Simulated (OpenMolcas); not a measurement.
**SiB⁺ at 2.119 Å: OpenMolcas input and output**

Input (each module block was a call of its own in one work directory; start orbitals came from a preliminary run):

```
&GATEWAY
Coord
2
angstrom
Si 0.0 0.0 0.0
B 0.0 0.0 2.1190
Basis=ANO-RCC-VTZP
Group=XY
RX2C
AMFI
ANGMom
0.0 0.0 0.0
RICD
&SEWARD
&GUESSORB
&RASSCF
FileOrb=$CurrDir/o32.orb
Symmetry=2
Spin=3
nActEl=6 0 0
Inactive=4 2
RAS2=4 4
CIRoot=4 4 1
Linear
Iterations=120 100
OrbListing=Nothing
PRWF=0.15
>>COPY $Project.RasOrb $CurrDir/o32.orb
>>COPY $Project.rasscf.h5 $CurrDir/r32.h5
&CASPT2
XMultistate=all
Imaginary=0.2
IPEA=0.25
MaxIter=40
>>COPY $Project.JobMix JOB001
&RASSCF
FileOrb=$CurrDir/o31.orb
Symmetry=1
Spin=3
nActEl=6 0 0
Inactive=4 2
RAS2=4 4
CIRoot=7 7 1
Linear
Iterations=120 100
OrbListing=Nothing
PRWF=0.15
>>COPY $Project.RasOrb $CurrDir/o31.orb
>>COPY $Project.rasscf.h5 $CurrDir/r31.h5
&CASPT2
XMultistate=all
Imaginary=0.2
IPEA=0.25
MaxIter=40
>>COPY $Project.JobMix JOB002
```

```bash
pymolcas m.inp
```

RASSCF and CASPT2 output of these blocks, in excerpt:

```
++    Wave function specifications:
      Number of closed shell electrons          12
      Number of electrons in active shells       6
      Number of inactive orbitals                6
      Number of active orbitals                  8
      Number of secondary orbitals              50
      Spin quantum number                      1.0
      State symmetry                             2
++    Orbital specifications:
      Symmetry species                           1   2
                                                 a   b
      Frozen orbitals                            0   0
      Inactive orbitals                          4   2
      Active orbitals                            4   4
      RAS2 orbitals                              4   4
      Secondary orbitals                        26  24
      Number of basis functions                 34  30
      printout of CI-coefficients larger than  0.15 for root  1
      energy=    -313.847747
      conf/sym  1111 2222     Coeff  Weight
            65  02u2 u000  -0.15731 0.02475
            79  0u22 00u0  -0.93443 0.87317
      printout of CI-coefficients larger than  0.15 for root  2
      energy=    -313.847747
      conf/sym  1111 2222     Coeff  Weight
            66  02u2 0u00  -0.15731 0.02475
            80  0u22 000u  -0.93443 0.87317
      printout of CI-coefficients larger than  0.15 for root  3
      energy=    -313.750580
      conf/sym  1111 2222     Coeff  Weight
            68  02u2 000u   0.51385 0.26404
            78  0u22 0u00   0.79218 0.62755
      printout of CI-coefficients larger than  0.15 for root  4
      energy=    -313.750580
      conf/sym  1111 2222     Coeff  Weight
            67  02u2 00u0  -0.51385 0.26404
            77  0u22 u000  -0.79218 0.62755
      Natural orbitals and occupation numbers for root  1
      sym 1:   0.034126   1.002729   1.872919   1.955294
      sym 2:   0.072094   0.039190   0.971519   0.052128
      Natural orbitals and occupation numbers for root  2
      sym 1:   0.034126   1.002729   1.872919   1.955294
      sym 2:   0.039190   0.072094   0.052128   0.971519
      Natural orbitals and occupation numbers for root  3
      sym 1:   0.034024   1.239844   1.615039   1.952660
      sym 2:   0.036071   0.712169   0.061737   0.348456
      Natural orbitals and occupation numbers for root  4
      sym 1:   0.034024   1.239844   1.615039   1.952660
      sym 2:   0.712168   0.036071   0.348456   0.061737
      RASSCF energy for state  4                   -313.75057997
::    RASSCF root number  1 Total energy:   -313.84774709
::    RASSCF root number  2 Total energy:   -313.84774709
::    RASSCF root number  3 Total energy:   -313.75057997
::    RASSCF root number  4 Total energy:   -313.75057997
      Von Neumann Entropy (Root   1) =  1.64731
++    Wave function specifications:
      Number of closed shell electrons           6
      Number of electrons in active shells       6
      Number of inactive orbitals                3
      Number of active orbitals                  8
      Number of secondary orbitals              50
      Spin quantum number                      1.0
      State symmetry                             2
      Number of CSFs                           768
      Number of CASSCF root(s) available         4
      CASPT2 state passed to geometry opt.       4
      A file JOBMIX will be created
      This is a MULTI-STATE CASSCF reference
      Number of CI roots used                    4
      These are:                                 1   2   3   4
      Off-diagonal elements of Heff are computed
  FINAL CASPT2 RESULT:
      Reference energy:        -313.8477470883
      E2 (Non-variational):      -0.0881161146
      Shift correction:          -0.0017569116
      E2 (Variational):          -0.0898730262
      Total energy:            -313.9376201145
      Reference weight:           0.95455
  FINAL CASPT2 RESULT:
      Reference energy:        -313.8477470882
      E2 (Non-variational):      -0.0881161269
      Shift correction:          -0.0017569123
      E2 (Variational):          -0.0898730392
      Total energy:            -313.9376201274
      Reference weight:           0.95455
  FINAL CASPT2 RESULT:
      Reference energy:        -313.7505799725
      E2 (Non-variational):      -0.0839459075
      Shift correction:          -0.0014841278
      E2 (Variational):          -0.0854300353
      Total energy:            -313.8360100078
      Reference weight:           0.95832
  FINAL CASPT2 RESULT:
      Reference energy:        -313.7505799719
      E2 (Non-variational):      -0.0839459080
      Shift correction:          -0.0014841278
      E2 (Variational):          -0.0854300357
      Total energy:            -313.8360100076
      Reference weight:           0.95832
       Total XMS-CASPT2 energies:
::    XMS-CASPT2 Root  1     Total energy:   -313.93731543
::    XMS-CASPT2 Root  2     Total energy:   -313.93731542
::    XMS-CASPT2 Root  3     Total energy:   -313.83631470
::    XMS-CASPT2 Root  4     Total energy:   -313.83631470
++    Wave function specifications:
      Number of closed shell electrons          12
      Number of electrons in active shells       6
      Number of inactive orbitals                6
      Number of active orbitals                  8
      Number of secondary orbitals              50
      Spin quantum number                      1.0
      State symmetry                             1
      printout of CI-coefficients larger than  0.15 for root  1
      energy=    -313.842374
      conf/sym  1111 2222     Coeff  Weight
           108  0202 00uu   0.19941 0.03976
           126  0022 00uu  -0.90507 0.81916
      printout of CI-coefficients larger than  0.15 for root  2
      energy=    -313.759846
      conf/sym  1111 2222     Coeff  Weight
           123  0022 0uu0  -0.54997 0.30247
           124  0022 u00u  -0.55000 0.30250
           362  0uu2 00du   0.29521 0.08715
           365  0uu2 00ud   0.41745 0.17426
      printout of CI-coefficients larger than  0.15 for root  3
      energy=    -313.759846
      conf/sym  1111 2222     Coeff  Weight
           122  0022 u0u0  -0.55001 0.30252
           125  0022 0u0u   0.54996 0.30246
           359  0uu2 0020   0.36155 0.13072
           366  0uu2 0002  -0.36152 0.13069
      printout of CI-coefficients larger than  0.15 for root  4
      energy=    -313.755229
      conf/sym  1111 2222     Coeff  Weight
           104  0202 u0u0   0.15142 0.02293
           107  0202 0u0u   0.15144 0.02293
           122  0022 u0u0  -0.57192 0.32710
           125  0022 0u0u  -0.57198 0.32716
           359  0uu2 0020   0.32552 0.10596
           366  0uu2 0002   0.32555 0.10598
      printout of CI-coefficients larger than  0.15 for root  5
      energy=    -313.747588
      conf/sym  1111 2222     Coeff  Weight
           120  0ud2 00uu  -0.40697 0.16562
           123  0022 0uu0   0.38844 0.15089
           124  0022 u00u  -0.38841 0.15086
           362  0uu2 00du   0.49899 0.24899
           365  0uu2 00ud  -0.35288 0.12453
      printout of CI-coefficients larger than  0.15 for root  6
      energy=    -313.718594
      conf/sym  1111 2222     Coeff  Weight
           123  0022 0uu0   0.36491 0.13316
           124  0022 u00u   0.36488 0.13314
           353  0uu2 ud00  -0.15815 0.02501
           362  0uu2 00du   0.42940 0.18439
           365  0uu2 00ud   0.60728 0.36878
      printout of CI-coefficients larger than  0.15 for root  7
      energy=    -313.718594
      conf/sym  1111 2222     Coeff  Weight
           122  0022 u0u0  -0.36473 0.13303
           125  0022 0u0u   0.36506 0.13327
           359  0uu2 0020  -0.52565 0.27631
           366  0uu2 0002   0.52618 0.27687
      Natural orbitals and occupation numbers for root  1
      sym 1:   0.027303   0.159174   1.796480   1.954638
      sym 2:   0.078822   0.078821   0.952380   0.952381
      Natural orbitals and occupation numbers for root  2
      sym 1:   0.024300   0.410015   1.563338   1.950071
      sym 2:   0.388302   0.388270   0.637835   0.637868
      Natural orbitals and occupation numbers for root  3
      sym 1:   0.024300   0.410016   1.563338   1.950071
      sym 2:   0.388322   0.388250   0.637908   0.637794
      Natural orbitals and occupation numbers for root  4
      sym 1:   0.024355   0.362988   1.604499   1.945981
      sym 2:   0.413386   0.413461   0.617609   0.617720
      Natural orbitals and occupation numbers for root  5
      sym 1:   0.039862   0.669383   1.318794   1.918359
      sym 2:   0.220580   0.220603   0.806222   0.806198
      Natural orbitals and occupation numbers for root  6
      sym 1:   0.040047   0.709936   1.280781   1.924917
      sym 2:   0.240885   0.240921   0.781309   0.781205
      Natural orbitals and occupation numbers for root  7
      sym 1:   0.040046   0.709936   1.280782   1.924917
      sym 2:   0.240689   0.241117   0.780510   0.782003
      RASSCF energy for state  7                   -313.71859404
::    RASSCF root number  1 Total energy:   -313.84237447
::    RASSCF root number  2 Total energy:   -313.75984570
::    RASSCF root number  3 Total energy:   -313.75984570
::    RASSCF root number  4 Total energy:   -313.75522880
::    RASSCF root number  5 Total energy:   -313.74758762
::    RASSCF root number  6 Total energy:   -313.71859404
::    RASSCF root number  7 Total energy:   -313.71859404
      Von Neumann Entropy (Root   1) =  1.93373
++    Wave function specifications:
      Number of closed shell electrons           6
      Number of electrons in active shells       6
      Number of inactive orbitals                3
      Number of active orbitals                  8
      Number of secondary orbitals              50
      Spin quantum number                      1.0
      State symmetry                             1
      Number of CSFs                           744
      Number of CASSCF root(s) available         7
      CASPT2 state passed to geometry opt.       7
      A file JOBMIX will be created
      This is a MULTI-STATE CASSCF reference
      Number of CI roots used                    7
      These are:                                 1   2   3   4   5   6   7
      Off-diagonal elements of Heff are computed
  FINAL CASPT2 RESULT:
      Reference energy:        -313.8423744688
      E2 (Non-variational):      -0.0841288632
      Shift correction:          -0.0012615588
      E2 (Variational):          -0.0853904220
      Total energy:            -313.9277648908
      Reference weight:           0.95878
  FINAL CASPT2 RESULT:
      Reference energy:        -313.7598456979
      E2 (Non-variational):      -0.0871733233
      Shift correction:          -0.0015470948
      E2 (Variational):          -0.0887204181
      Total energy:            -313.8485661161
      Reference weight:           0.95599
  FINAL CASPT2 RESULT:
      Reference energy:        -313.7598456979
      E2 (Non-variational):      -0.0871834536
      Shift correction:          -0.0015482180
      E2 (Variational):          -0.0887316715
      Total energy:            -313.8485773694
      Reference weight:           0.95597
  FINAL CASPT2 RESULT:
      Reference energy:        -313.7552288037
      E2 (Non-variational):      -0.0828244923
      Shift correction:          -0.0015156482
      E2 (Variational):          -0.0843401405
      Total energy:            -313.8395689442
      Reference weight:           0.95809
  FINAL CASPT2 RESULT:
      Reference energy:        -313.7475876244
      E2 (Non-variational):      -0.0829851947
      Shift correction:          -0.0018177020
      E2 (Variational):          -0.0848028967
      Total energy:            -313.8323905211
      Reference weight:           0.95549
  FINAL CASPT2 RESULT:
      Reference energy:        -313.7185940384
      E2 (Non-variational):      -0.0843439542
      Shift correction:          -0.0018743793
      E2 (Variational):          -0.0862183335
      Total energy:            -313.8048123719
      Reference weight:           0.95413
  FINAL CASPT2 RESULT:
      Reference energy:        -313.7185940373
      E2 (Non-variational):      -0.0843837503
      Shift correction:          -0.0018757752
      E2 (Variational):          -0.0862595255
      Total energy:            -313.8048535628
      Reference weight:           0.95409
       Total XMS-CASPT2 energies:
::    XMS-CASPT2 Root  1     Total energy:   -313.92746201
::    XMS-CASPT2 Root  2     Total energy:   -313.84505051
::    XMS-CASPT2 Root  3     Total energy:   -313.84495387
::    XMS-CASPT2 Root  4     Total energy:   -313.83956894
::    XMS-CASPT2 Root  5     Total energy:   -313.83269340
::    XMS-CASPT2 Root  6     Total energy:   -313.80846411
::    XMS-CASPT2 Root  7     Total energy:   -313.80834093
```

Only roots inside an energy window near the equilibrium distance were included, so the list of states is not complete; labels number the states computed. Each spin and symmetry block has orbitals of its own, averaged over its own roots, so gaps between blocks are less sure than gaps within one and near the minimum can be off by tenths of an eV, in bad cases by more. No Rydberg orbitals are active, so Rydberg states, and σ→σ* states whose orbital the CASSCF left unused, can be missing between those listed. CASPT2 splits the two components of degenerate states numerically, here by up to 27 cm⁻¹. No roots were computed in block 5b (none fell in the window or the block failed), so states of that kind are missing and can lie low or lowest.
